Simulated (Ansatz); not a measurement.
# CH4LiO+ (SMILES [Li][CH2][OH2+]): functionals against CCSD(T) at one geometry

The task here is to estimate one member of a computed series from the others.

Method: single points in def2-TZVPP; program: Ansatz 0.2.0, Gaussian basis.

Correlated methods freeze the cores. The outer core shell of Li, Na, Mg and K is correlated.

**The system as given**

7 atoms, charge 1, spin multiplicity 1.

Atoms are counted from 1 here; the program's logs count them from 0.

Bond lengths: Li1–C2 1.923 Å, C2–H5 1.158 Å, O3–H6 0.892 Å, O3–H7 1.094 Å. Angles: Li1–C2–H5 106.7°, H6–O3–H7 100.4°.

Geometry (Å):

```xyz
7

Li   -1.4052   -1.7435    0.7476
C    -0.4627   -0.2827   -0.0739
O     0.7759    0.8044    0.0291
H    -1.2610    0.7700   -0.4528
H    -0.0548   -0.6753   -1.0836
H     0.9190    1.2837    0.7681
H     1.5772    0.0647    0.1143
```

The first run:

File run/in.yaml:

```yaml
crystal:
  periodic: [false, false, false]
  atoms:
    - {symbol: Li, position_ang: [-1.405200, -1.743500, 0.747600]}
    - {symbol: C, position_ang: [-0.462700, -0.282700, -0.073900]}
    - {symbol: O, position_ang: [0.775900, 0.804400, 0.029100]}
    - {symbol: H, position_ang: [-1.261000, 0.770000, -0.452800]}
    - {symbol: H, position_ang: [-0.054800, -0.675300, -1.083600]}
    - {symbol: H, position_ang: [0.919000, 1.283700, 0.768100]}
    - {symbol: H, position_ang: [1.577200, 0.064700, 0.114300]}
basis:
  gaussian: {orbitals: def2-TZVPP}
total_charge: 1
correlation: {method: ccsd_t}
output: {forces: true}
```

The command line of these runs was not kept.

Among the steps run: CCSD(T)/def2-TZVPP; PBE0-D4/def2-TZVPP; wB97M-V/def2-TZVPP; r2SCAN-D4/def2-TZVPP; PBE-D4/def2-TZVPP; revPBE-D4/def2-TZVPP; B97M-V/def2-TZVPP.

One table of the session follows, with a row left open; its other results are not shown here.

| method | RMS force component (eV/Å) | angle to CCSD(T) forces (°) |
| --- | --- | --- |
| CCSD(T) | 2.743 | reference |
| PBE0-D4 | 2.790 | 1.7 |
| wB97M-V | 2.784 | 1.5 |
| r2SCAN-D4 | ? | ? |
| PBE-D4 | 2.703 | 4.8 |
| revPBE-D4 | 2.682 | 4.9 |
| B97M-V | 2.732 | 2.1 |

Q: Estimate the row for r2SCAN-D4 from the others.

As computed: RMS force component (eV/Å): 2.739; angle to CCSD(T) forces (°): 0.9. In the column «RMS force component (eV/Å)» it lies between B97M-V (2.732) and CCSD(T) (2.743).
